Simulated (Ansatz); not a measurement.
Cohesive energy of elemental metals

Method: PBE in Ansatz (PAW). References are measured values corrected to a static lattice or taken at low temperature (these still hold zero-point motion). The table is a random draw of 8 from 28 solids with such references.

Values in eV/atom.

| solid | reference | PBE | error (eV/atom) |
|---|---|---|---|
| bcc Na | 1.12 | 1.08 | -0.04 |
| hcp Y | 4.42 | 4.19 | -0.23 |
| fcc Cu | 3.52 | 3.52 | 0.00 |
| bcc Fe | 4.32 | 4.91 | +0.59 |
| hcp Zr | 6.32 | 6.20 | -0.12 |
| hcp Ru | 6.8 | 6.76 | -0.04 |
| bcc Mo | 6.84 | 6.31 | -0.53 |
| fcc Ni | 4.48 | 4.76 | +0.28 |

Over these 8 solids the mean error is -0.01 eV/atom, the mean absolute error 0.23 eV/atom (median 0.17 eV/atom), and the worst case bcc Fe at +0.59 eV/atom; the value is too low in 5 of 8 cases. Over all 28, from unrounded values, the mean error is -0.02 eV/atom and the mean absolute error 0.20 eV/atom (median 0.12 eV/atom). Caveats on values not shown: the commensurate order stands in for chromium's spin-density wave, and the size of the moments varies much between levels (1).

All these references are brought to a static lattice.

Differences are worked out from the printed values.

Free atoms are spin-polarised, in the lowest state found; at levels without +SOC their spin–orbit coupling is left out. Each level is taken at its own relaxed cell. Ansatz's density-functional and Hartree–Fock values are scalar-relativistic unless marked +SOC, with PAW data made under PBE.

Ansatz's runs of these crystals have no spin polarisation, but for bcc Fe, fcc Ni.

Density-functional runs with spin start from parallel moments for bcc Fe, parallel moments for fcc Ni.

Not in this set, of the elemental metals with a reference value in our tables and a result at some level: 12 for the spin–orbit terms of free Br, In, Sn, Te, I and atoms past barium, a cut that leaves lighter open-shell atoms' terms in the errors; 4 for a doubt noted on the run at PBE; 1 for sources at odds. These can be a level's best or worst cases. Solids without a released value at any level aren't counted. Layered and molecular crystals are counted apart. The metals Ce to Yb are counted apart.

References as tabulated in Jana et al. (2018), arXiv:1807.00350; Mejia-Rodriguez and Trickey (2018), arXiv:1807.09216; Harl et al. (2010), doi:10.1103/physrevb.81.115126.

Ansatz is a first-principles code.
